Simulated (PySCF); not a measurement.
## Highest orbital energy against ionisation energy along group 14

Calculated with PySCF 2.14, no spin-orbit coupling. Each cell gives −ε(HOMO) / ΔSCF in eV; NIST values include spin-orbit coupling, (s) semi-empirical, (t) theoretical.

```tsv
species	UHF	LDA	PBE	PBE0	r2SCAN	NIST (lowest levels)
C (aug-cc-pVQZ with one added diffuse shell each of s, p, d, f, g type, non-relativistic)	11.946 / 10.799	6.127 / 11.690	6.100 / 11.541	7.652 / 11.514	6.574 / 11.667	11.260
Si (aug-cc-pV(Q+d)Z with one added diffuse shell each of s, p, d, f, g type, non-relativistic)	8.200 / 7.637	4.572 / 8.232	4.607 / 8.198	5.629 / 8.219	4.912 / 8.323	8.152
Ge (aug-cc-pVQZ-PP with one added diffuse shell each of s, p, d, f, g type with ECP10MDF, ECP)	7.889 / 7.402	4.383 / 7.966	4.366 / 7.850	5.368 / 7.890	4.679 / 8.022	7.899
Sn (aug-cc-pVQZ-PP with one added diffuse shell each of s, p, d, f, g type with ECP28MDF, ECP)	7.266 / 6.849	4.168 / 7.414	4.116 / 7.262	5.030 / 7.307	4.403 / 7.407	7.344
Pb (aug-cc-pVQZ-PP with one added diffuse shell each of s, p, d, f, g type with ECP60MDF, ECP)	6.942 / 6.563	4.008 / 7.160	3.922 / 6.978	4.797 / 7.014	4.199 / 7.094	7.417
```

Task: How far is −ε(HOMO) from ΔSCF on average for each method, and why?

Result: UHF 0.60 eV; LDA -3.84 eV; PBE -3.74 eV; PBE0 -2.69 eV; r2SCAN -3.55 eV. Hartree-Fock orbital energies lack relaxation and so exceed the ΔSCF value; semilocal functionals have convex E(N) from self-interaction, so their HOMO lies far too high; exact exchange moves hybrids part of the way back.
